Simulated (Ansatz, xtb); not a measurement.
# Isomers of CH5NS in order of energy

3 gas-phase structures of CH5NS, found in a search over its isomers (lower ones may exist). Each was relaxed with GFN2-xTB:

A. `C[NH2+][S-]`, a singlet
B. `CNS`, a singlet
C. `NCS`, a singlet

Make a reasoned guess at their ranking by r2SCAN-D4/def2-SVP single-point energy.

Calculated order at r2SCAN-D4/def2-SVP: C (0.000), B (0.553), A (1.115) eV.

Energies above the lowest of each column, in eV; the last columns are at B3LYP-D4/def2-TZVP geometries and were run for some of them only (a dash: not run or not comparable):

| structure | GFN2-xTB | HF/STO-3G | r2SCAN-D4/def2-SVP | B3LYP-D4/def2-TZVP | CCSD(T)/def2-TZVP |
| --- | --- | --- | --- | --- | --- |
| C | 0.000 | 0.000 | 0.000 | 0.000 | 0.000 |
| B | 0.003 | 0.170 | 0.553 | 0.459 | 0.492 |
| A | 1.059 | 2.058 | 1.115 | – | – |

Every level run on C puts it lowest or level with the lowest. Some further structures that were screened fall inside this span and aren't listed. Flexible structures stand in one conformer each, not always the lowest. Frequencies (B3LYP-D4/def2-TZVP) were run for B, C alone.

Programs: Ansatz 0.2.0, xtb 6.7.1.
